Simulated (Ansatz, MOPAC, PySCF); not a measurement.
Breaking a bond: CH, doublet.

- UHF/STO-3G = PySCF with unrestricted Hartree-Fock/STO-3G
- PM3, unrestricted, heats of formation (MOPAC)
- UKS-B3LYP/6-31G* = unrestricted B3LYP/6-31G*, spherical d in PySCF
- FCI = Ansatz (a program for electronic structure) with full CI/aug-cc-pVTZ, frozen core

Energies relative to the lowest point of each curve near equilibrium, in kcal/mol; the last columns give the difference from FCI:

```
R / Å  UHF/STO-3G   PM3  UKS-B3LYP/6-31G*   FCI  UHF/STO-3G − FCI  PM3 − FCI  UKS-B3LYP/6-31G* − FCI
-----  ----------  ----  ----------------  ----  ----------------  ---------  ----------------------
0.90         34.8  17.9              27.5  25.2               9.6       -7.3                     2.3
0.94         22.1  10.3              17.2  15.5               6.6       -5.2                     1.7
1.00          9.4   3.2               7.2   6.1               3.3       -2.9                     1.1
1.05          3.3   0.5               2.5   1.9               1.4       -1.4                     0.6
1.07          1.8   0.0               1.4   0.9               0.9       -0.9                     0.4
1.13          0.0   0.4               0.0   0.0               0.0        0.4                     0.0
1.16          0.3   1.5               0.2   0.4              -0.1        1.0                    -0.2
1.20          1.8   3.5               1.2   1.6               0.2        1.8                    -0.4
1.24          4.4   6.0               2.9   3.5               0.9        2.5                    -0.6
1.28          7.7   9.1               5.1   5.8               1.9        3.2                    -0.8
1.37         17.6  16.9              11.3  12.3               5.2        4.6                    -1.0
1.53         38.1  32.2              24.5  25.6              12.6        6.7                    -1.0
1.71         53.3  47.7              39.9  40.1              13.1        7.6                    -0.2
1.87         60.0  58.2              52.5  51.4               8.6        6.9                     1.2
1.99         62.9  63.8              60.3  58.4               4.4        5.4                     1.9
2.21         65.7  69.8              70.0  68.3              -2.6        1.5                     1.8
2.49         67.2     —              76.7  75.7              -8.5          —                     1.0
2.80         67.8     —              80.2  79.6             -11.8          —                     0.6
3.03         68.0     —              81.5  80.9             -12.9          —                     0.6
3.37         68.2     —              82.5  81.8             -13.6          —                     0.7
3.95         68.2     —              83.1  82.3             -14.1          —                     0.8
4.58         68.2     —              83.3  82.4             -14.2          —                     0.8
```

UHF/STO-3G is furthest from FCI at 4.58 (-14.2 kcal/mol, below); its mean absolute difference over the points is 6.7 kcal/mol.

PM3 is furthest from FCI at 1.71 (7.6 kcal/mol, above); its mean absolute difference over the points is 3.7 kcal/mol.

UKS-B3LYP/6-31G* is furthest from FCI at 0.90 (2.3 kcal/mol, above); its mean absolute difference over the points is 0.9 kcal/mol.

A dash means that the run gave no value there, or that the column was ended at a point which the program doubted or which failed a test of continuity chosen for this set; such a test can also cut sound points.

The unrestricted determinant behind UHF/STO-3G is spin-contaminated at 0.90 to 4.58 Å (<S²> up to 1.7, against 0.75 for a pure doublet). The unrestricted determinant behind UKS-B3LYP/6-31G* is spin-contaminated at 0.90 to 0.94, 1.99 to 4.58 Å (<S²> up to 1.8, against 0.75 for a pure doublet).
